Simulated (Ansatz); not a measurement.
C3H6: state-averaged CASSCF

Program: Ansatz, Gaussian basis, development build. State-averaged CASSCF with equal weights; occupations are averaged over the states; levels count from the state that is lowest in CASSCF. CASSCF levels without dynamic correlation can be off by over 1 eV. Solutions may break the symmetry of the shape. The lowest solution met needn't be the lowest there is, nor hold the orbitals that a chemist would pick.

Geometry:

| atom | x (Å) | y (Å) | z (Å) |
| --- | --- | --- | --- |
| C | 0.0003 | -0.1865 | -1.2847 |
| C | 0.0001 | 0.4645 | -0.1172 |
| H | -0.9252 | -0.4634 | -1.7813 |
| H | 0.9229 | -0.4641 | -1.7828 |
| H | -0.0001 | 1.5537 | -0.1206 |
| C | 0.0000 | -0.1986 | 1.2256 |
| H | 0.0002 | -1.2870 | 1.1260 |
| H | 0.8803 | 0.0924 | 1.8081 |
| H | -0.8805 | 0.0920 | 1.8079 |

Basis cc-pVDZ, nonrelativistic, 3 orbitals frozen in the corrections; active space CAS(2,2). Averaged: 1 singlet, 1 triplet.

Q: Give the levels in order, with their spins.

A: 

```csv
state,CASSCF (eV)
triplet,0.000
singlet,0.088
```

Occupations: 1.00, 1.00.
